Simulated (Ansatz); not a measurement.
**BH₅OSi (SMILES BO[SiH3]): single points off equilibrium**

One table from this session's results is given with a row withheld; the runs are named, their logs left out.

Method: single points in def2-TZVPP; program: Ansatz 0.2.0, Gaussian basis.

Cores are frozen in the correlated methods.

## The starting structure

SMILES `BO[SiH3]`, 8 atoms, charge 0, spin multiplicity 1.

Atoms are counted from 1 here; the program's logs count them from 0.

Bond lengths: B1–O2 1.310 Å, B1–H4 1.285 Å, B1–H5 1.041 Å, O2–Si3 1.844 Å, Si3–H6 1.496 Å, Si3–H7 1.501 Å, Si3–H8 1.259 Å. Angles: O2–B1–H4 108.8°, O2–B1–H5 120.4°, H4–B1–H5 130.2°, B1–O2–Si3 171.7°, O2–Si3–H6 112.4°, O2–Si3–H7 102.5°, O2–Si3–H8 104.8°, H6–Si3–H7 102.1°, H6–Si3–H8 111.4°, H7–Si3–H8 123.5°.

Geometry (Å):

```
atom    x (Å)    y (Å)    z (Å)
  B1  -0.4794   0.9730  -1.3392
  O2  -0.0355   0.2166  -0.3658
 Si3   0.3542  -0.8007   1.1226
  H4  -1.7606   1.0330  -1.2657
  H5   0.1676   1.3097  -2.0813
  H6  -0.5295  -0.4731   2.2844
  H7   1.6742  -0.2390   1.5626
  H8   0.1968  -1.9925   0.7470
```

The first run:

The input, run/in.yaml:

```yaml
crystal:
  periodic: [false, false, false]
  atoms:
    - {symbol: B, position_ang: [-0.479400, 0.973000, -1.339200]}
    - {symbol: O, position_ang: [-0.035500, 0.216600, -0.365800]}
    - {symbol: Si, position_ang: [0.354200, -0.800700, 1.122600]}
    - {symbol: H, position_ang: [-1.760600, 1.033000, -1.265700]}
    - {symbol: H, position_ang: [0.167600, 1.309700, -2.081300]}
    - {symbol: H, position_ang: [-0.529500, -0.473100, 2.284400]}
    - {symbol: H, position_ang: [1.674200, -0.239000, 1.562600]}
    - {symbol: H, position_ang: [0.196800, -1.992500, 0.747000]}
basis:
  gaussian: {orbitals: def2-TZVPP}
correlation: {method: ccsd_t}
output: {forces: true}
```

Command:

```bash
ansatz run in.yaml --threads 4 --pin off --events-out ev --progress --plain --max-ram 5222MiB
```

Among the steps run: CCSD(T)/def2-TZVPP; PBE0-D4/def2-TZVPP; wB97M-V/def2-TZVPP; r2SCAN-D4/def2-TZVPP; PBE-D4/def2-TZVPP; CAM-B3LYP-D4/def2-TZVPP; BHLYP-D4/def2-TZVPP.

One table of the session follows, with a row left open; its other results are not shown here.

| method | RMS force component (eV/Å) | angle to CCSD(T) forces (°) | dipole (D) |
| --- | --- | --- | --- |
| CCSD(T) | 3.186 | reference | 2.59 |
| PBE0-D4 | 3.171 | 2.5 | 2.61 |
| wB97M-V | 3.107 | 1.3 | 2.63 |
| r2SCAN-D4 | 3.156 | 1.6 | 2.58 |
| PBE-D4 | ? | ? | ? |
| CAM-B3LYP-D4 | 3.127 | 2.3 | 2.61 |
| BHLYP-D4 | 3.153 | 3.4 | 2.58 |

Estimate the missing values for PBE-D4.

**Answer.** RMS force component (eV/Å): 3.129; angle to CCSD(T) forces (°): 2.6; dipole (D): 2.63. In the column «RMS force component (eV/Å)» it lies between CAM-B3LYP-D4 (3.127) and BHLYP-D4 (3.153).

Caveats from the session: CCSD(T) in triple zeta still lacks some correlation energy of the bonds, so part of these gaps is its own basis error and they don't rank the functionals.
